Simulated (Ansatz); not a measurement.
Born–Oppenheimer molecular dynamics of ClH4NSi (7 atoms, charge 0, multiplicity 1). It starts from a rough guess of a transition structure, not a stationary point.

Method: UKS PBE0-D4/6-31G* in Ansatz.

```json
{
  "ensemble": "NVE (velocity Verlet)",
  "time step": "0.5 fs",
  "steps asked": "150",
  "starting velocities drawn for": "600 K",
  "seed": "950618"
}
```

First frame:

```xyz
7
Properties=species:S:1:pos:R:3
Si -0.109 0.219 0.723
Cl 1.657 -1.224 -0.273
N -0.689 0.116 -0.837
H 0.366 -0.576 -1.274
H 0.668 1.294 1.329
H -0.727 -0.625 1.736
H -1.165 0.796 -1.404
```

(1) How far do the bonds stretch over the last three quarters of this one trajectory? (Pairs bonded in most of those frames.)

Results:

(1) 
| bond | mean (Å) | spread (Å) | shortest | longest |
| --- | --- | --- | --- | --- |
| Si1–Cl2 | 2.166 | 0.249 | 1.83 | 2.59 |
| Si1–N3 | 1.729 | 0.029 | 1.68 | 1.78 |
| Si1–H5 | 1.493 | 0.027 | 1.43 | 1.53 |
| Si1–H6 | 1.488 | 0.026 | 1.45 | 1.53 |
| N3–H4 | 1.088 | 0.139 | 0.84 | 1.29 |
| N3–H7 | 1.045 | 0.087 | 0.90 | 1.20 |

Mean temperature of the second half: 2456 K. The conserved energy stayed within 3.9 meV per atom of its start (net change -2.3 meV per atom), so there is no drift, though single steps change it by up to 29 meV in the whole system, a sign of fast motions only just resolved. The kinetic energy rose, since the run started high on the potential surface and went downhill. A run of 0.075 ps of so small a system gives no equilibrium averages. The orbitals were unrestricted but ended closed-shell.

Run time: 8.4 min on 1 thread of Arm Neoverse V2, on a shared host, peak memory 0.15 GiB.
